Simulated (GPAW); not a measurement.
**One shape, several levels: CH2OS (SMILES OC=S)**

We compute a comparison of 3 runs (BEEF-vdW/real-space grid, PBE/real-space grid, PBE/dzp) of CH2OS. The job is set up through an ASE script.

The calculation is run with GPAW 26.7.0.

1 further run of the same task is left out (it didn't finish).

## (1) The system as given

CH2OS has 5 atoms, charge 0, and is taken as a singlet. SMILES: `OC=S`. Geometry: relaxed at GFN2-xTB. This is one conformer, not always the lowest.

Bond lengths: O1–C2 1.329 Å, C2–S3 1.612 Å, O1–H4 0.967 Å, C2–H5 1.091 Å. Angles: O1–C2–S3 122.7°, O1–C2–H5 116.8°, S3–C2–H5 120.5°, C2–O1–H4 113.6°.

## (2) Energy and one-electron properties at BEEF-vdW/real-space grid (scalar-relativistic datasets) (run 1)

File mol.py:

```python
import numpy as np
from ase import Atoms
from ase.dft.bee import BEEFEnsemble
from ase.units import Debye
from gpaw import GPAW

# Geometry
atoms = Atoms(['O', 'C', 'S', 'H', 'H'],
    positions=[[ -0.960170,  -0.252220,   0.093160],
               [  0.342110,   0.010200,   0.078820],
               [  1.360770,  -0.580020,   1.179250],
               [ -1.448150,   0.168350,  -0.627470],
               [  0.705440,   0.653690,  -0.723760]])
atoms.center(vacuum=5.0)

# Ground state
calculator = GPAW(mode='fd', h=0.2, xc='BEEF-vdW', maxiter=100, txt='-')
atoms.calc = calculator

energy = atoms.get_potential_energy()
print(f'Energy                  {energy:.5f} eV')
forces = atoms.get_forces()
print('Forces (eV/Ang)')
for symbol, f in zip(atoms.symbols, forces):
    print(f'{symbol:2} {f[0]:9.4f} {f[1]:9.4f} {f[2]:9.4f}')
dipole = atoms.get_dipole_moment() / Debye
print(f'Dipole: {np.linalg.norm(dipole):.3f} D')

ensemble = BEEFEnsemble(atoms).get_ensemble_energies(2000)
spread = ensemble.std()
print(f'Ensemble spread         {spread:.3f} eV')
```

Launch:

```console
$ python3 -u mol.py | tee mol.out
```

The program printed:

```text
[...]
Number of symmetries: 1
[...]
  Number of IBZ points: 1
[...]
Spin-components: 1 (collinear spins)
Bands:           14
[...]
  Valence electrons: 18.0
[...]
  Grid points: [64 56 60]
  Charge: 0.0  # |e|
[...]
    cutoffs:
[...]
occupation numbers:
  # Zero width
[...]
xc functional:
  name: BEEF-vdW with 2 nearest neighbor stencil
[...]
|iter     |     time |      energy | eigst |  dens |
[...]
|iter:   1| 00:00:08 |  -80.079760 | +1.11 |       |
[...]
|iter:  42| 00:03:48 |  -78.154150c| -7.73c| -7.52c|
Converged in 42 steps
[...]
Energy contributions relative to reference atoms: (reference = -13951.080639)
Energy contributions:
  Kinetic:          39.339861
  Coulomb:         -41.339454
  Zero:              0.874426
  External:          0.000000
  Xc:              -77.028983
  Entropy:           0.000000
  Spinorbit:         0.000000
  ----------------------------
  Free energy:     -78.154150
  Extrapolated:    -78.154150
dipole moment: (-0.378813, 0.327922, -0.560694)  # |e|*Ang
Fermi level: -4.436
[...]
Gap: 2.940 eV
Transition (v -> c):
[...]
Forces (eV/Ang)
O    -0.8032   -0.2231    0.1553
C     0.6646    0.1947   -0.1065
S     0.2504   -0.1370    0.2201
H     0.1552    0.1673   -0.1974
H    -0.2715    0.0489   -0.1228
Dipole: 3.612 D
beefvdw ensemble started
beefvdw ensemble finished
Ensemble spread         71.831 eV
```

It took 4 min on 1 thread of Arm Neoverse V2, shared host; peak memory 1.6 GiB.

## (3) Energy and one-electron properties at PBE/real-space grid (scalar-relativistic datasets) (run 2)

File run.py:

```python
import numpy as np
from ase import Atoms
from ase.units import Debye
from gpaw import GPAW

atoms = Atoms(['O', 'C', 'S', 'H', 'H'],
    positions=[[ -0.960170,  -0.252220,   0.093160],
               [  0.342110,   0.010200,   0.078820],
               [  1.360770,  -0.580020,   1.179250],
               [ -1.448150,   0.168350,  -0.627470],
               [  0.705440,   0.653690,  -0.723760]])
atoms.center(vacuum=4.5)

calc = GPAW(mode='fd', h=0.18, xc='PBE', maxiter=150, txt='-')
atoms.calc = calc

energy = atoms.get_potential_energy()
print(f'Energy                  {energy:.5f} eV')
forces = atoms.get_forces()
print('Forces (eV/Ang)')
for symbol, f in zip(atoms.symbols, forces):
    print(f'{symbol:2} {f[0]:9.4f} {f[1]:9.4f} {f[2]:9.4f}')
dipole = atoms.get_dipole_moment() / Debye
print(f'Dipole                  {np.linalg.norm(dipole):.3f} D')
homo, lumo = calc.get_homo_lumo()
print(f'HOMO = {homo:.3f} eV')
print(f'LUMO                    {lumo:.3f} eV')
print(f'Gap = {lumo - homo:.3f} eV')
```

Launch:

```console
$ python run.py > run.log
```

The program printed:

```text
[...]
Number of symmetries: 1
[...]
  Number of IBZ points: 1
[...]
Spin-components: 1 (collinear spins)
Bands:           14
[...]
  Valence electrons: 18.0
[...]
  Grid points: [64 56 60]
  Charge: 0.0  # |e|
[...]
    cutoffs:
[...]
occupation numbers:
  # Zero width
[...]
xc functional:
  name: PBE with 2 nearest neighbor stencil
[...]
|iter     |     time |      energy | eigst |  dens |
[...]
|iter:   1| 00:00:02 |  -28.286113 | +1.14 |       |
[...]
|iter:  13| 00:00:14 |  -26.588351c| -7.44c| -5.47c|
Converged in 13 steps
[...]
Energy contributions relative to reference atoms: (reference = -13951.080639)
Energy contributions:
  Kinetic:          31.481741
  Coulomb:         -34.398152
  Zero:              0.740166
  External:          0.000000
  Xc:              -24.412106
  Entropy:           0.000000
  Spinorbit:         0.000000
  ----------------------------
  Free energy:     -26.588351
  Extrapolated:    -26.588351
dipole moment: (-0.395575, 0.330943, -0.569465)  # |e|*Ang
Fermi level: -4.157
[...]
Gap: 2.912 eV
Transition (v -> c):
[...]
Forces (eV/Ang)
O    -0.6377   -0.4328    0.4774
C     0.4207    0.0950   -0.0193
S     0.3533   -0.1749    0.3732
H    -0.0392    0.3352   -0.4852
H    -0.1348    0.2127   -0.3339
Dipole                  3.690 D
HOMO = -5.613 eV
LUMO                    -2.701 eV
Gap = 2.912 eV
```

Run time: 14 s. Hardware: 1 thread of Arm Neoverse V2, shared host; peak memory 0.55 GiB.

## (4) The charge distribution at PBE/dzp (scalar-relativistic datasets) (run 3)

File gs.py:

```python
import numpy as np
from ase import Atoms
from ase.units import Debye
from gpaw import GPAW

# Geometry
system = Atoms(["O", "C", "S", "H", "H"],
    positions=[[ -0.960170,  -0.252220,   0.093160],
               [  0.342110,   0.010200,   0.078820],
               [  1.360770,  -0.580020,   1.179250],
               [ -1.448150,   0.168350,  -0.627470],
               [  0.705440,   0.653690,  -0.723760]])
system.center(vacuum=4.5)

# Ground state
dft = GPAW(mode="lcao", basis="dzp", h=0.18, xc="PBE", maxiter=150, txt="-")
system.calc = dft

energy = system.get_potential_energy()
print(f"Energy: {energy:.5f} eV")
forces = system.get_forces()
print("Forces (eV/Ang)")
for symbol, f in zip(system.symbols, forces):
    print(f'{symbol:2} {f[0]:9.4f} {f[1]:9.4f} {f[2]:9.4f}')
dipole = system.get_dipole_moment() / Debye
print(f"Dipole: {np.linalg.norm(dipole):.3f} D")
homo, lumo = dft.get_homo_lumo()
print(f"HOMO                    {homo:.3f} eV")
print(f"LUMO: {lumo:.3f} eV")
print(f"Gap = {lumo - homo:.3f} eV")
```

Launch:

```console
$ python3 -u gs.py | tee gs.out
```

The program printed:

```text
[...]
Number of symmetries: 1
[...]
  Number of IBZ points: 1
[...]
basis functions: 49
Spin-components: 1 (collinear spins)
Bands:           14
[...]
  Valence electrons: 18.0
[...]
  Grid points: [64 56 60]
  Charge: 0.0  # |e|
[...]
    cutoffs:
[...]
occupation numbers:
  # Zero width
[...]
xc functional:
  name: PBE with 2 nearest neighbor stencil
[...]
|iter     |     time |      energy | eigst |  dens |
[...]
|iter:   1| 00:00:04 |  -25.466414 |      c|       |
[...]
|iter:   9| 00:00:07 |  -24.696261c|      c| -4.03c|
Converged in 9 steps
[...]
Energy contributions relative to reference atoms: (reference = -13951.080639)
Energy contributions:
  Kinetic:          28.982763
  Coulomb:         -28.967119
  Zero:              0.288639
  External:          0.000000
  Xc:              -25.000545
  Entropy:           0.000000
  Spinorbit:         0.000000
  ----------------------------
  Free energy:     -24.696261
  Extrapolated:    -24.696261
dipole moment: (-0.403168, 0.303544, -0.533257)  # |e|*Ang
Fermi level: -3.624
[...]
Gap: 2.929 eV
Transition (v -> c):
[...]
Forces (eV/Ang)
O    -1.0714   -0.8979    0.9299
C     0.5854    0.0130    0.1435
S     0.6668   -0.3266    0.6765
H    -0.2836    0.6119   -0.9263
H     0.0865    0.5995   -0.8115
Dipole: 3.527 D
HOMO                    -5.088 eV
LUMO: -2.159 eV
Gap = 2.929 eV
```

Wall time 7.4 s (1 thread of Arm Neoverse V2, shared host); peak memory 0.53 GiB.

## (5) The series

| run | level | grid spacing | vacuum round the molecule | energy (Eh) | dipole moment (D) | HOMO energy (eV) | LUMO energy (eV) | wall time |
| --- | --- | --- | --- | --- | --- | --- | --- | --- |
| 1 | BEEF-vdW/real-space grid (scalar-relativistic datasets) | 0.2 | 5 | -515.564869 | 3.61 | -5.91 | -2.97 | 4 min |
| 2 | PBE/real-space grid (scalar-relativistic datasets) | 0.18 | 4.5 | -513.669861 | 3.69 | -5.61 | -2.70 | 14 s |
| 3 | PBE/dzp (scalar-relativistic datasets) | 0.18 | 4.5 | -513.600328 | 3.53 | -5.09 | -2.16 | 7.4 s |

## (6) Results

| quantity | value |
| --- | --- |
| run 3: energy as printed (from the program's reference atoms) | -24.6963 eV |
| run 3: dipole moment | 3.53 D |
| run 3: HOMO energy | -5.09 eV |
| run 3: LUMO energy | -2.16 eV |
| run 3: HOMO–LUMO gap | 2.93 eV |
| run 3: largest force on an atom | 1.679 eV/Å |

In words: The dipole moment (its size) runs from 3.53 D (PBE/dzp) to 3.69 D (PBE/real-space grid). The HOMO–LUMO gap runs from 2.91 eV (PBE/real-space grid) to 2.94 eV (BEEF-vdW/real-space grid). Totals of different functionals can't be ranked against each other. All runs together took 4.4 min, the longest 4 min.
